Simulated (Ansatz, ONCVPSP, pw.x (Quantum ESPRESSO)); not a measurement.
## From atom to crystal: ONCV potential for arsenic

```
Element                 : As (Z = 33)
Generator               : ONCVPSP 4.0.1.1 (patched build)
Type                    : optimised norm-conserving Vanderbilt (ONCV)
Functional              : LDA (Perdew-Wang 92)
Relativity              : scalar-relativistic
Frozen core             : [Ar] 3d10
Valence charge          : 5
Reference configuration : 4s2 4p3
Partial waves           : 4s: rc 1.60 bohr, ncon 4, nbas 8, qcut 4.2 1/bohr, 2 projectors, debl 3.6 Ha; 4p: rc 1.60 bohr, ncon 4, nbas 8, qcut 6.1 1/bohr, local; d scattering state at 0.19 Ha: rc 1.95 bohr, ncon 3, nbas 6, qcut 5.4 1/bohr, 2 projectors, debl 1.5 Ha
Local potential         : the p channel
Core correction         : Teter function, fcfact 3.75, rcfact 1.1
```

Atomic tests: cutoffs needed: 12 Ha and 55 Ha (the cutoffs (Ha) at which the residual kinetic energy of the hardest occupied pseudo-wave falls to 1 and 0.1 mHa per electron) The cutoffs count occupied waves only; projector 2 of the d channel, the hardest unoccupied one, needs 53 Ha at the loose tolerance.; ghost test: no bound ghost flagged; GHOST(+) flagged for d at 40.7 eV; largest excitation error: +48 meV (all-electron minus pseudo) for 4s2 4p0, out of 4 test configurations.

Crystal test: diamond As in pw.x 7.5, no spin, 8³ k-points, Fermi–Dirac smearing 0.01 Ry, cutoffs 130/520 Ry. The lattice is a test structure that the element need not adopt, and mesh and smearing are coarse.

pw.x input:

```
&control
  calculation='scf', prefix='x', pseudo_dir='./', outdir='./tmp', tstress=.true., disk_io='none'
/
&system
  ibrav=0, nat=2, ntyp=1, ecutwfc=130, ecutrho=520, nbnd=12,
  occupations='smearing', smearing='fd', degauss=0.01
/
&electrons
  conv_thr=1e-09, mixing_beta=0.4, electron_maxstep=70
/
ATOMIC_SPECIES
As 1.0 As.UPF
CELL_PARAMETERS angstrom
  0.00000000 2.98436308 2.98436308
  2.98436308 0.00000000 2.98436308
  2.98436308 2.98436308 0.00000000
ATOMIC_POSITIONS crystal
As 0.0000 0.0000 0.0000
As 0.2500 0.2500 0.2500
K_POINTS automatic
8 8 8 0 0 0
```

```bash
pw.x < As.scf.in > As.scf.out
```

Question: How does the run end?

Answer: It converges; the pressure is -0.38 GPa against 0.10 GPa from all-electron LAPW. The generator flags a localised state at positive energy (d at 41 eV). The log shows:

```
     charge density cutoff     =     520.0000  Ry
     scf convergence threshold =      1.0E-09
     Exchange-correlation= SLA  PW   NOGX NOGC
     number of k points=    29  Fermi-Dirac smearing, width (Ry)=  0.0100
     iteration #  1     ecut=   130.00 Ry     beta= 0.40
     total energy              =     -27.17593239 Ry
     estimated scf accuracy    <       0.01212241 Ry
     iteration #  2     ecut=   130.00 Ry     beta= 0.40
     total energy              =     -27.17513935 Ry
     estimated scf accuracy    <       0.00322002 Ry
     iteration #  3     ecut=   130.00 Ry     beta= 0.40
     total energy              =     -27.17533251 Ry
     estimated scf accuracy    <       0.00005995 Ry
     iteration #  4     ecut=   130.00 Ry     beta= 0.40
     total energy              =     -27.17541389 Ry
     estimated scf accuracy    <       0.00000026 Ry
     iteration #  5     ecut=   130.00 Ry     beta= 0.40
     total energy              =     -27.17541641 Ry
     estimated scf accuracy    <       0.00000018 Ry
     iteration #  6     ecut=   130.00 Ry     beta= 0.40
     total energy              =     -27.17541641 Ry
     estimated scf accuracy    <       0.00000004 Ry
     iteration #  7     ecut=   130.00 Ry     beta= 0.40
     total energy              =     -27.17541642 Ry
     estimated scf accuracy    <          2.8E-09 Ry
     iteration #  8     ecut=   130.00 Ry     beta= 0.40
     the Fermi energy is     4.9887 ev
!    total energy              =     -27.17541642 Ry
     estimated scf accuracy    <          6.0E-10 Ry
     smearing contrib. (-TS)   =      -0.00633860 Ry
     The total energy is F=E-TS. E is the sum of the following terms:
     one-electron contribution =       2.33061110 Ry
     hartree contribution      =       2.58535500 Ry
     xc contribution           =      -8.20582172 Ry
     ewald contribution        =     -23.87922220 Ry
     convergence has been achieved in   8 iterations
          total   stress  (Ry/bohr**3)                   (kbar)     P=       -3.84
     Message from routine punch:
     Nothing written, as per user request (disk_io='none')
```
